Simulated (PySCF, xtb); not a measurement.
C2H3, SMILES [CH]=C (connectivity only; charge and spin as stated), charge +1, multiplicity 1.

Harmonic wavenumbers (cm⁻¹) from GFN2-xTB (xtb 6.7.1) at its own minimum, in rising order: 443, 664, 780, 872, 938, 1915, 2766, 2877, 3155.

Q: What does B3LYP-D3(BJ)/def2-TZVP run with PySCF give at its own minimum? (An estimate is asked for; the answer gives what the named calculation found.)

A: 292, 657, 853, 1081, 1181, 1781, 3000, 3048, 3290. Paired by order, the mean absolute difference is 151 cm⁻¹ and the zero-point energies are 20.6 and 21.7 kcal/mol.
